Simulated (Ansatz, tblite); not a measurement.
# PF3: rung by rung, part 2 of 3

Aim: run the singlet of PF3 at one geometry on many levels, and compare frontier levels, spin and run time.

Ansatz 0.2.0, Gaussian basis; as each input shows.

### 19 ωB97M-V/def2-TZVP

The input, in.yaml:

```yaml
crystal:
  periodic: [false, false, false]
  atoms:
    - {symbol: P, position_ang: [-0.004619, 0.004466, 0.587358]}
    - {symbol: F, position_ang: [1.369797, -0.029651, -0.184829]}
    - {symbol: F, position_ang: [-0.658137, 1.197567, -0.210078]}
    - {symbol: F, position_ang: [-0.707051, -1.172381, -0.192450]}
basis:
  gaussian: {orbitals: def2-TZVP, initial_orbitals: start.molden}
hamiltonian: {xc: {name: wB97M-V}}
scf: {omitted_lower_state_checks: [starts]}
output: {orbitals: {seedname: orbitals}}
```

Launch:

```bash
> ansatz run in.yaml --threads 2 --pin off --events-out ev --progress --plain --max-ram 4352MiB
```

The log of the run, shortened:

```text
Functional definition: wB97M-V
  name "wB97M-V"
  cite "Mardirossian & Head-Gordon, J. Chem. Phys. 144, 214110 (2016) doi:10.1063/1.4952647"
  cite "Becke, J. Chem. Phys. 107, 8554 (1997) doi:10.1063/1.475007"
  cite "Vydrov & Van Voorhis, J. Chem. Phys. 133, 244103 (2010) doi:10.1063/1.3521275"
  # Of w^i u^j: cxij and so on, Table III.
[...]
  gx(w, u) = 1 - cx + cx01*u + cx10*w
[...]
738 factors; their error is unknown
126 factors; integrals over basis functions are off by at most 5.7e-6 eV
[...]
mean field -17444.19673653 eV, -641.0624059661 hartree, gradient 5.8e-5 eV, S^2 0.000000; 0 other end points of the search recorded, 0 dependent functions left out
reference -17444.19676105 eV, -641.0624068674 hartree; 21, 21 occupied and 109, 109 virtual orbitals, 738 factors
Total energy: -17444.19676105 eV, -641.0624068674 hartree
Checks for a lower state left out: starts
```

Run time: 2.9 s. Hardware: 2 threads of Intel Xeon 6975P-C, shared host.

Report: HOMO -11.50 eV, LUMO 1.89 eV.

### 20 r2SCAN0-D4/def2-TZVP

in.yaml, as its differences from that of step 19:

```diff
@@ -9,3 +9,3 @@
   gaussian: {orbitals: def2-TZVP, initial_orbitals: start.molden}
-hamiltonian: {xc: {name: wB97M-V}}
+hamiltonian: {xc: {name: r2SCAN0}, dispersion: d4}
 scf: {omitted_lower_state_checks: [starts]}
```

Same command.

The log of the run, shortened:

```text
Functional definition: r2SCAN0
  name "r2SCAN0"
  cite "Bursch, Neugebauer, Ehlert & Grimme, J. Chem. Phys. 156, 134105 (2022) doi:10.1063/5.0086040"
  cite "Furness, Kaplan, Ning, Perdew & Sun, J. Phys. Chem. Lett. 11, 8208 (2020) doi:10.1021/acs.jpclett.0c02405"
  cite "Furness, Kaplan, Ning, Perdew & Sun, J. Phys. Chem. Lett. 11, 9248 (2020) doi:10.1021/acs.jpclett.0c03077"
  parent r2scan
[...]
750 factors; their error is unknown
[...]
mean field -17441.09024169 eV, -640.9482443867 hartree, gradient 1.4e-5 eV, S^2 0.000000; 0 other end points of the search recorded, 0 dependent functions left out
reference -17441.09024602 eV, -640.9482445457 hartree; 21, 21 occupied and 109, 109 virtual orbitals, 750 factors
Total energy: -17441.10551263 eV, -640.9488055831 hartree
Checks for a lower state left out: starts
```

Wall time 1.7 s (2 threads of Intel Xeon 6975P-C, shared host).

From the report: HOMO -9.41 eV, LUMO -0.03 eV.

### 21 revPBE-D4/def2-TZVP

in.yaml, as its differences from that of step 20:

```diff
@@ -9,3 +9,3 @@
   gaussian: {orbitals: def2-TZVP, initial_orbitals: start.molden}
-hamiltonian: {xc: {name: r2SCAN0}, dispersion: d4}
+hamiltonian: {xc: {name: revPBE}, dispersion: d4}
 scf: {omitted_lower_state_checks: [starts]}
```

Launched as before.

The log of the run, shortened:

```text
Functional definition: revPBE
  name "revPBE"
  cite "Zhang & Yang, Phys. Rev. Lett. 80, 890 (1998) doi:10.1103/PhysRevLett.80.890"
  cite "Perdew, Burke & Ernzerhof, Phys. Rev. Lett. 77, 3865 (1996) doi:10.1103/PhysRevLett.77.3865"
[...]
738 factors; their error is unknown
[...]
mean field -17441.66271725 eV, -640.9692824755 hartree, gradient 8.6e-6 eV, S^2 0.000000; 0 other end points of the search recorded, 0 dependent functions left out
reference -17441.66274227 eV, -640.9692833947 hartree; 21, 21 occupied and 109, 109 virtual orbitals, 738 factors
Total energy: -17441.87569100 eV, -640.9771091162 hartree
Checks for a lower state left out: starts
```

It took 1.1 s on 2 threads of Intel Xeon 6975P-C, shared host.

From the report: HOMO -7.67 eV, LUMO -1.06 eV.

### 22 LC-ωPBE(0.10)/def2-TZVP

in.yaml, as its differences from that of step 21:

```diff
@@ -9,3 +9,3 @@
   gaussian: {orbitals: def2-TZVP, initial_orbitals: start.molden}
-hamiltonian: {xc: {name: revPBE}, dispersion: d4}
+hamiltonian: {xc: {name: LC-wPBE, parameters: {omega: 0.1/bohr}}}
 scf: {omitted_lower_state_checks: [starts]}
```

Launched as before.

The log of the run, shortened:

```text
Functional definition: LC-wPBE
  name "LC-wPBE"
  cite "Vydrov & Scuseria, J. Chem. Phys. 125, 234109 (2006) doi:10.1063/1.2409292"
  cite "Heyd & Scuseria, J. Chem. Phys. 120, 7274 (2004) doi:10.1063/1.1668634"
  cite "Ernzerhof & Perdew, J. Chem. Phys. 109, 3313 (1998) doi:10.1063/1.476928"
  cite "Perdew, Burke & Ernzerhof, Phys. Rev. Lett. 77, 3865 (1996) doi:10.1103/PhysRevLett.77.3865"
  parent pbe
[...]
  with omega = 0.1/bohr from the input
[...]
738 factors; their error is unknown
45 factors; integrals over basis functions are off by at most 2.3e-7 eV
[...]
mean field -17436.46565422 eV, -640.7782939315 hartree, gradient 2.1e-5 eV, S^2 0.000000; 0 other end points of the search recorded, 0 dependent functions left out
reference -17436.46565428 eV, -640.7782939340 hartree; 21, 21 occupied and 109, 109 virtual orbitals, 738 factors
Total energy: -17436.46565428 eV, -640.7782939340 hartree
Checks for a lower state left out: starts
```

It took 1.5 s on 2 threads of Intel Xeon 6975P-C, shared host.

From the report: HOMO -9.25 eV, LUMO 0.25 eV.

### 23 LC-ωPBE(0.15)/def2-TZVP

in.yaml, as its differences from that of step 22:

```diff
@@ -9,3 +9,3 @@
   gaussian: {orbitals: def2-TZVP, initial_orbitals: start.molden}
-hamiltonian: {xc: {name: LC-wPBE, parameters: {omega: 0.1/bohr}}}
+hamiltonian: {xc: {name: LC-wPBE, parameters: {omega: 0.15/bohr}}}
 scf: {omitted_lower_state_checks: [starts]}
```

Launched as before.

The log of the run, shortened:

```text
Functional definition: LC-wPBE
  name "LC-wPBE"
  cite "Vydrov & Scuseria, J. Chem. Phys. 125, 234109 (2006) doi:10.1063/1.2409292"
  cite "Heyd & Scuseria, J. Chem. Phys. 120, 7274 (2004) doi:10.1063/1.1668634"
  cite "Ernzerhof & Perdew, J. Chem. Phys. 109, 3313 (1998) doi:10.1063/1.476928"
  cite "Perdew, Burke & Ernzerhof, Phys. Rev. Lett. 77, 3865 (1996) doi:10.1103/PhysRevLett.77.3865"
  parent pbe
[...]
  with omega = 0.15/bohr from the input
[...]
738 factors; their error is unknown
69 factors; integrals over basis functions are off by at most 8.0e-7 eV
[...]
mean field -17436.77643633 eV, -640.7897149635 hartree, gradient 2.5e-5 eV, S^2 0.000000; 0 other end points of the search recorded, 0 dependent functions left out
reference -17436.77643635 eV, -640.7897149645 hartree; 21, 21 occupied and 109, 109 virtual orbitals, 738 factors
Total energy: -17436.77643635 eV, -640.7897149645 hartree
Checks for a lower state left out: starts
```

Wall time 0.96 s (2 threads of Intel Xeon 6975P-C, shared host).

HOMO -9.90 eV, LUMO 0.82 eV.

### 24 LC-ωPBE(0.20)/def2-TZVP

in.yaml, as its differences from that of step 23:

```diff
@@ -9,3 +9,3 @@
   gaussian: {orbitals: def2-TZVP, initial_orbitals: start.molden}
-hamiltonian: {xc: {name: LC-wPBE, parameters: {omega: 0.15/bohr}}}
+hamiltonian: {xc: {name: LC-wPBE, parameters: {omega: 0.2/bohr}}}
 scf: {omitted_lower_state_checks: [starts]}
```

Launched as before.

The log of the run, shortened:

```text
Functional definition: LC-wPBE
  name "LC-wPBE"
  cite "Vydrov & Scuseria, J. Chem. Phys. 125, 234109 (2006) doi:10.1063/1.2409292"
  cite "Heyd & Scuseria, J. Chem. Phys. 120, 7274 (2004) doi:10.1063/1.1668634"
  cite "Ernzerhof & Perdew, J. Chem. Phys. 109, 3313 (1998) doi:10.1063/1.476928"
  cite "Perdew, Burke & Ernzerhof, Phys. Rev. Lett. 77, 3865 (1996) doi:10.1103/PhysRevLett.77.3865"
  parent pbe
[...]
  with omega = 0.2/bohr from the input
[...]
738 factors; their error is unknown
75 factors; integrals over basis functions are off by at most 8.5e-6 eV
[...]
mean field -17437.18382529 eV, -640.8046862316 hartree, gradient 2.2e-5 eV, S^2 0.000000; 0 other end points of the search recorded, 0 dependent functions left out
reference -17437.18382530 eV, -640.8046862322 hartree; 21, 21 occupied and 109, 109 virtual orbitals, 738 factors
Total energy: -17437.18382530 eV, -640.8046862322 hartree
Checks for a lower state left out: starts
```

Wall time 1.1 s (2 threads of Intel Xeon 6975P-C, shared host).

HOMO -10.46 eV, LUMO 1.27 eV.

### 25 LC-ωPBE(0.30)/def2-TZVP

in.yaml, as its differences from that of step 24:

```diff
@@ -9,3 +9,3 @@
   gaussian: {orbitals: def2-TZVP, initial_orbitals: start.molden}
-hamiltonian: {xc: {name: LC-wPBE, parameters: {omega: 0.2/bohr}}}
+hamiltonian: {xc: {name: LC-wPBE, parameters: {omega: 0.3/bohr}}}
 scf: {omitted_lower_state_checks: [starts]}
```

Launched as before.

The log of the run, shortened:

```text
Functional definition: LC-wPBE
  name "LC-wPBE"
  cite "Vydrov & Scuseria, J. Chem. Phys. 125, 234109 (2006) doi:10.1063/1.2409292"
  cite "Heyd & Scuseria, J. Chem. Phys. 120, 7274 (2004) doi:10.1063/1.1668634"
  cite "Ernzerhof & Perdew, J. Chem. Phys. 109, 3313 (1998) doi:10.1063/1.476928"
  cite "Perdew, Burke & Ernzerhof, Phys. Rev. Lett. 77, 3865 (1996) doi:10.1103/PhysRevLett.77.3865"
  parent pbe
[...]
  with omega = 0.3/bohr from the input
[...]
738 factors; their error is unknown
126 factors; integrals over basis functions are off by at most 5.7e-6 eV
[...]
mean field -17438.14367948 eV, -640.8399602226 hartree, gradient 2.3e-5 eV, S^2 0.000000; 0 other end points of the search recorded, 0 dependent functions left out
reference -17438.14367949 eV, -640.8399602229 hartree; 21, 21 occupied and 109, 109 virtual orbitals, 738 factors
Total energy: -17438.14367949 eV, -640.8399602229 hartree
Checks for a lower state left out: starts
```

Run time: 1.3 s. Hardware: 2 threads of Intel Xeon 6975P-C, shared host.

From the report: HOMO -11.35 eV, LUMO 1.87 eV.

### 26 PBE-D4/def2-SVP

in.yaml, as its differences from that of step 25:

```diff
@@ -8,4 +8,4 @@
 basis:
-  gaussian: {orbitals: def2-TZVP, initial_orbitals: start.molden}
-hamiltonian: {xc: {name: LC-wPBE, parameters: {omega: 0.3/bohr}}}
+  gaussian: {orbitals: def2-SVP, initial_orbitals: start.molden}
+hamiltonian: {xc: pbe, dispersion: d4}
 scf: {omitted_lower_state_checks: [starts]}
```

Same command.

The log of the run, shortened:

```text
Functional definition: PBE
  name "PBE"
  cite "Perdew, Burke & Ernzerhof, Phys. Rev. Lett. 77, 3865 (1996) doi:10.1103/PhysRevLett.77.3865"
  parent pbe
[...]
651 factors; their error is unknown
[...]
mean field -17420.28941527 eV, -640.1838281151 hartree, gradient 1.1e-5 eV, S^2 0.000000; 0 other end points of the search recorded, 0 dependent functions left out
reference -17420.28943164 eV, -640.1838287165 hartree; 21, 21 occupied and 39, 39 virtual orbitals, 651 factors
Total energy: -17420.34852670 eV, -640.1860004197 hartree
Checks for a lower state left out: starts
```

Wall time 0.55 s (2 threads of Intel Xeon 6975P-C, shared host).

Report: HOMO -7.51 eV, LUMO -0.62 eV.

### 27 PBE0-D4/def2-SVP

in.yaml, as its differences from that of step 26:

```diff
@@ -9,3 +9,3 @@
   gaussian: {orbitals: def2-SVP, initial_orbitals: start.molden}
-hamiltonian: {xc: pbe, dispersion: d4}
+hamiltonian: {xc: pbe0, dispersion: d4}
 scf: {omitted_lower_state_checks: [starts]}
```

The command is unchanged.

The log of the run, shortened:

```text
Functional definition: PBE0
  name "PBE0"
  cite "Adamo & Barone, J. Chem. Phys. 110, 6158 (1999) doi:10.1063/1.478522"
  cite "Perdew, Burke & Ernzerhof, Phys. Rev. Lett. 77, 3865 (1996) doi:10.1103/PhysRevLett.77.3865"
  parent pbe
[...]
548 factors; integrals over basis functions are off by at most 5.8e-4 eV
[...]
mean field -17420.92109543 eV, -640.2070419327 hartree, gradient 1.6e-5 eV, S^2 0.000000; 0 other end points of the search recorded, 0 dependent functions left out
reference -17420.92110749 eV, -640.2070423757 hartree; 21, 21 occupied and 39, 39 virtual orbitals, 548 factors
Total energy: -17420.96942451 eV, -640.2088179935 hartree
Checks for a lower state left out: starts
```

It took 0.65 s on 2 threads of Intel Xeon 6975P-C, shared host.

From the report: HOMO -9.10 eV, LUMO 0.29 eV.

### 28 HF/6-31G

in.yaml, as its differences from that of step 27:

```diff
@@ -8,4 +8,4 @@
 basis:
-  gaussian: {orbitals: def2-SVP, initial_orbitals: start.molden}
-hamiltonian: {xc: pbe0, dispersion: d4}
+  gaussian: {orbitals: 6-31G}
+hamiltonian: {xc: hf}
 scf: {omitted_lower_state_checks: [starts]}
```

Launched as before.

The log of the run, shortened:

```text
Functional definition: HF
  name "HF"
  cite "Fock, Z. Phys. 61, 126 (1930) doi:10.1007/BF01340294"
  parent pbe
[...]
368 factors; integrals over basis functions are off by at most 1.2e-4 eV
[...]
mean field -17386.58659684 eV, -638.9452723823 hartree, gradient 2.5e-5 eV, S^2 0.000000; 0 other end points of the search recorded, 0 dependent functions left out
reference -17386.58659684 eV, -638.9452723823 hartree; 21, 21 occupied and 19, 19 virtual orbitals, 368 factors
Total energy: -17386.58659684 eV, -638.9452723823 hartree
Checks for a lower state left out: starts
```

Wall time 0.15 s (2 threads of Intel Xeon 6975P-C, shared host).

Report: HOMO -13.47 eV, LUMO 3.21 eV.

### 29 B3LYP-D4/6-31G

in.yaml, as its differences from that of step 28:

```diff
@@ -9,3 +9,3 @@
   gaussian: {orbitals: 6-31G}
-hamiltonian: {xc: hf}
+hamiltonian: {xc: {name: B3LYP}, dispersion: d4}
 scf: {omitted_lower_state_checks: [starts]}
```

Same command.

The log of the run, shortened:

```text
Functional definition: B3LYP
  name "B3LYP"
  cite "Stephens, Devlin, Chabalowski & Frisch, J. Phys. Chem. 98, 11623 (1994) doi:10.1021/j100096a001"
  cite "Becke, Phys. Rev. A 38, 3098 (1988) doi:10.1103/PhysRevA.38.3098"
  cite "Lee, Yang & Parr, Phys. Rev. B 37, 785 (1988) doi:10.1103/PhysRevB.37.785"
  cite "Vosko, Wilk & Nusair, Can. J. Phys. 58, 1200 (1980) doi:10.1139/p80-159"
[...]
368 factors; integrals over basis functions are off by at most 1.2e-4 eV
[...]
mean field -17436.83072175 eV, -640.7917099159 hartree, gradient 2.9e-5 eV, S^2 0.000000; 0 other end points of the search recorded, 0 dependent functions left out
reference -17436.83087926 eV, -640.7917157044 hartree; 21, 21 occupied and 19, 19 virtual orbitals, 368 factors
Total energy: -17436.92739667 eV, -640.7952626538 hartree
Checks for a lower state left out: starts
```

Wall time 0.45 s (2 threads of Intel Xeon 6975P-C, shared host).

HOMO -9.34 eV, LUMO -0.49 eV.

### 30 PBE0-D4/def2-TZVPD

in.yaml, as its differences from that of step 29:

```diff
@@ -8,4 +8,4 @@
 basis:
-  gaussian: {orbitals: 6-31G}
-hamiltonian: {xc: {name: B3LYP}, dispersion: d4}
+  gaussian: {orbitals: def2-TZVPD, initial_orbitals: start.molden}
+hamiltonian: {xc: pbe0, dispersion: d4}
 scf: {omitted_lower_state_checks: [starts]}
```

Same command.

The log of the run, shortened:

```text
Functional definition: PBE0
  name "PBE0"
  cite "Adamo & Barone, J. Chem. Phys. 110, 6158 (1999) doi:10.1063/1.478522"
  cite "Perdew, Burke & Ernzerhof, Phys. Rev. Lett. 77, 3865 (1996) doi:10.1103/PhysRevLett.77.3865"
  parent pbe
[...]
883 factors; their error is unknown
[...]
mean field -17435.17779186 eV, -640.7309658629 hartree, gradient 4.7e-6 eV, S^2 0.000000; 0 other end points of the search recorded, 0 dependent functions left out
reference -17435.17783078 eV, -640.7309672933 hartree; 21, 21 occupied and 142, 142 virtual orbitals, 883 factors
Total energy: -17435.22614780 eV, -640.7327429111 hartree
Checks for a lower state left out: starts
```

It took 1.5 s on 2 threads of Intel Xeon 6975P-C, shared host.

Report: HOMO -9.30 eV, LUMO -0.46 eV.

### 31 PBE-D4/def2-TZVPD

in.yaml, as its differences from that of step 30:

```diff
@@ -9,3 +9,3 @@
   gaussian: {orbitals: def2-TZVPD, initial_orbitals: start.molden}
-hamiltonian: {xc: pbe0, dispersion: d4}
+hamiltonian: {xc: pbe, dispersion: d4}
 scf: {omitted_lower_state_checks: [starts]}
```

Same command.

The log of the run, shortened:

```text
Functional definition: PBE
  name "PBE"
  cite "Perdew, Burke & Ernzerhof, Phys. Rev. Lett. 77, 3865 (1996) doi:10.1103/PhysRevLett.77.3865"
  parent pbe
[...]
866 factors; their error is unknown
[...]
mean field -17434.61944450 eV, -640.7104469759 hartree, gradient 2.0e-5 eV, S^2 0.000000; 0 other end points of the search recorded, 0 dependent functions left out
reference -17434.61949590 eV, -640.7104488647 hartree; 21, 21 occupied and 142, 142 virtual orbitals, 866 factors
Total energy: -17434.67859096 eV, -640.7126205680 hartree
Checks for a lower state left out: starts
```

It took 1.3 s on 2 threads of Intel Xeon 6975P-C, shared host.

Report: HOMO -7.88 eV, LUMO -1.39 eV.

### 32 r2SCAN-D4/def2-TZVPD

in.yaml, as its differences from that of step 31:

```diff
@@ -9,3 +9,3 @@
   gaussian: {orbitals: def2-TZVPD, initial_orbitals: start.molden}
-hamiltonian: {xc: pbe, dispersion: d4}
+hamiltonian: {xc: r2scan, dispersion: d4}
 scf: {omitted_lower_state_checks: [starts]}
```

The command is unchanged.

The log of the run, shortened:

```text
Functional definition: r2SCAN
  name "r2SCAN"
  cite "Furness, Kaplan, Ning, Perdew & Sun, J. Phys. Chem. Lett. 11, 8208 (2020) doi:10.1021/acs.jpclett.0c02405"
  cite "Furness, Kaplan, Ning, Perdew & Sun, J. Phys. Chem. Lett. 11, 9248 (2020) doi:10.1021/acs.jpclett.0c03077"
  parent r2scan
[...]
866 factors; their error is unknown
[...]
mean field -17442.46043817 eV, -640.9985981784 hartree, gradient 1.1e-5 eV, S^2 0.000000; 0 other end points of the search recorded, 0 dependent functions left out
reference -17442.46045655 eV, -640.9985988541 hartree; 21, 21 occupied and 142, 142 virtual orbitals, 866 factors
Total energy: -17442.47352456 eV, -640.9990790943 hartree
Checks for a lower state left out: starts
```

Wall time 2.1 s (2 threads of Intel Xeon 6975P-C, shared host).

Report: HOMO -8.14 eV, LUMO -1.05 eV.

### 33 CCSD(T)/def2-TZVPP

in.yaml, as its differences from that of step 32:

```diff
@@ -8,4 +8,4 @@
 basis:
-  gaussian: {orbitals: def2-TZVPD, initial_orbitals: start.molden}
-hamiltonian: {xc: r2scan, dispersion: d4}
+  gaussian: {orbitals: def2-TZVPP, initial_orbitals: start.molden}
+correlation: {method: ccsd_t}
 scf: {omitted_lower_state_checks: [starts]}
```

Launched as before.

The log of the run, shortened:

```text
Functional definition: HF
  name "HF"
  cite "Fock, Z. Phys. 61, 126 (1930) doi:10.1007/BF01340294"
  parent pbe
[...]
874 factors; integrals over basis functions are off by at most 6.6e-4 eV
[...]
mean field -17396.71932742 eV, -639.3176433628 hartree, gradient 6.5e-6 eV, S^2 0.000000; 0 other end points of the search recorded, 0 dependent functions left out
[...]
reference -17396.71932742 eV, -639.3176433628 hartree; 13, 13 occupied and 114, 114 virtual orbitals, 874 factors
second order -24.18869696 eV of doubles, -0.00000000 eV of singles
cycle   1  -23.75783681 eV  change    4.3e-1 eV  update   1.1e-1
[...]
cycle   9  -24.37479079 eV  change   -1.7e-5 eV  update   1.2e-5
perturbative correction -0.76402692 eV, -0.0280774713 hartree
Total energy: -17421.85814513 eV, -640.2414778739 hartree
Checks for a lower state left out: starts
```

Wall time 12 s (2 threads of Intel Xeon 6975P-C, shared host); peak memory 0.84 GiB.

Hartree-Fock HOMO -12.70 eV, LUMO 3.36 eV; T1 0.014.

### 34 MP2/def2-TZVP

in.yaml, as its differences from that of step 33:

```diff
@@ -8,4 +8,4 @@
 basis:
-  gaussian: {orbitals: def2-TZVPP, initial_orbitals: start.molden}
-correlation: {method: ccsd_t}
+  gaussian: {orbitals: def2-TZVP, initial_orbitals: start.molden}
+correlation: {method: mp2}
 scf: {omitted_lower_state_checks: [starts]}
```

Launched as before.

The log of the run, shortened:

```text
Functional definition: HF
  name "HF"
  cite "Fock, Z. Phys. 61, 126 (1930) doi:10.1007/BF01340294"
  parent pbe
[...]
838 factors; integrals over basis functions are off by at most 6.9e-4 eV
[...]
mean field -17396.70380825 eV, -639.3170730438 hartree, gradient 5.5e-6 eV, S^2 0.000000; 0 other end points of the search recorded, 0 dependent functions left out
8 core orbitals not correlated: weight in the atoms' cores, before any rotation towards them, 1.000 or more for the frozen orbitals, at most 0.000 for the correlated occupied ones
reference -17396.70380825 eV, -639.3170730438 hartree; 13, 13 occupied and 109, 109 virtual orbitals, 838 factors
second order -24.13676144 eV of doubles, -0.00000000 eV of singles
Total energy: -17420.84056969 eV, -640.2040826662 hartree
Checks for a lower state left out: starts
```

Wall time 1.2 s (2 threads of Intel Xeon 6975P-C, shared host).

Report: Hartree-Fock HOMO -12.69 eV, LUMO 3.36 eV.

### 35 RPA/def2-TZVP

in.yaml, as its differences from that of step 34:

```diff
@@ -9,4 +9,4 @@
   gaussian: {orbitals: def2-TZVP, initial_orbitals: start.molden}
-correlation: {method: mp2}
+hamiltonian: {xc: pbe}
+correlation: {method: rpa}
 scf: {omitted_lower_state_checks: [starts]}
-output: {orbitals: {seedname: orbitals}}
```

The command is unchanged.

The log of the run, shortened:

```text
Functional definition: PBE
  name "PBE"
  cite "Perdew, Burke & Ernzerhof, Phys. Rev. Lett. 77, 3865 (1996) doi:10.1103/PhysRevLett.77.3865"
  parent pbe
[...]
838 factors; integrals over basis functions are off by at most 6.9e-4 eV
[...]
mean field -17434.51233751 eV, -640.7065108666 hartree, gradient 1.6e-6 eV, S^2 0.000000; 0 other end points of the search recorded, 0 dependent functions left out
8 core orbitals not correlated: weight in the atoms' cores, before any rotation towards them, 1.000 or more for the frozen orbitals, at most 0.000 for the correlated occupied ones
reference -17395.04579634 eV, -639.2561422301 hartree; 13, 13 occupied and 109, 109 virtual orbitals, 838 factors
Total energy: -17431.38931699 eV, -640.5917419793 hartree
Checks for a lower state left out: starts
```

Wall time 2 s (2 threads of Intel Xeon 6975P-C, shared host).

(Continued in part 3 of 3.)
